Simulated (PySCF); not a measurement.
Property card for thioacetic acid (`CC(O)=S`)

Thioacetic acid, C₂H₄OS.
SMILES with atom numbers: `[CH3:1][C:2]([OH:3])=[S:4]` (hydrogens: H5, H6, H7 on C1; H8 on O3)

Structural features include: thiocarbonyl.

GFN2-xTB geometry:

* Rotational constants A, B, C of the GFN2-xTB geometry: 9.880, 5.194, 3.477 GHz

PBE0/def2-SVPD ground state and vertical TDDFT (core frozen in the response) (PySCF):

* Dipole moment: 2.04 D
* HOMO energy: -6.76 eV
* LUMO energy: -1.57 eV
* HOMO–LUMO gap: 5.19 eV
* Lowest singlet excitation: 3.41 eV (364 nm, f = 0.000)
* Strongest line among the 6 lowest singlet transitions: S3 at 6.02 eV (206 nm, f = 0.155)
* Lowest triplet excitation (Tamm–Dancoff): 3.02 eV
* Static isotropic polarisability: 52.5 au
* Electronic spatial extent ⟨r²⟩ about the centre of nuclear charge: 367 bohr²

From PBE0/pcSseg-1 ground state and GIAO shieldings, non-relativistic (PySCF):

- Lowest Hirshfeld atomic charge: -0.20 e on S4
- Highest Hirshfeld atomic charge: +0.18 e on H8
- 13C chemical shifts (computed TMS as zero) by class: 231.0 (C2), 33.0 (C1) ppm
- 1H chemical shifts (computed TMS as zero) by class: 8.71 (H8), 2.73 (H5/H6/H7) ppm
- Isotropic shieldings of nuclei other than C and H, by class: 49 (O3), 58 (S4) ppm
- Mayer bond orders between heavy atoms: C1–C2 0.99, C2–O3 1.17, C2–S4 1.76

Monoisotopic mass from the formula: 75.9983 u.

With B = h/(8π²I), that is 505.379 GHz u Å² over I, the principal moments of inertia are 51.2, 97.3 and 145.3 u Å² (most abundant isotopes). S1 lies 1.78 eV below the HOMO–LUMO gap; its leading configuration is HOMO→LUMO, weight 1.00. No computed singlet falls in the visible range (750 to 380 nm, 1.65 to 3.26 eV); S1 lies 0.15 eV above its blue end. The largest Löwdin shares of the HOMO are 0.76 on S4, 0.10 on C2, 0.06 on O3 and 0.04 on C1.

Isolated species at its GFN2-xTB geometry (one conformer only). NMR classes are plain means over equivalent atoms (diastereotopic ones count apart unless rotation or inversion swaps them), as if these changed places fast; in this geometry the members of some classes differ.

Shape of the structure used: `[CH3:1][C:2]([OH:3])=[S:4]`: H–O3–C2–C1 180°.
